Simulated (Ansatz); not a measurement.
System: fluorite CdF2. Method: rVV10 (Ansatz, an electronic-structure program, plane waves, PAW).

Settings: plane-wave cutoff 500 eV, 10×10×10 k mesh, gaussian smearing 0.02 eV, scalar-relativistic PAW data made under PBE.

Cell (relaxed at this level):

CdF₂ is modelled in the cubic space group Fm-3m (No. 225), the fluorite structure, Pearson symbol cF12. Lattice parameters: a = 5.458 Å, b = 5.458 Å, c = 5.458 Å, α = 90.00°, β = 90.00°, γ = 90.00°. Cd on 4a sees 8 F at 2.364 Å (cubic). F on 8c sees 4 Cd at 2.364 Å (tetrahedral). (Neighbours: up to the widest gap in distance over summed covalent radii, below 1.35, at either atom; cation-cation and far metal-metal contacts left out.)
(The calculation used a cell of 3 atoms; values per cell refer to that cell.)

What does this level give for the band gap?


band gap: 2.74 eV (on the SCF k mesh)

Measured, for comparison: band gap 7.8 eV (temperature not stated, not corrected to a static lattice, indirect W–Γ; as tabulated in Cappellini et al. (2013), arXiv:1302.2571).

Spin–orbit coupling is not included.

Computed values are for the static lattice.
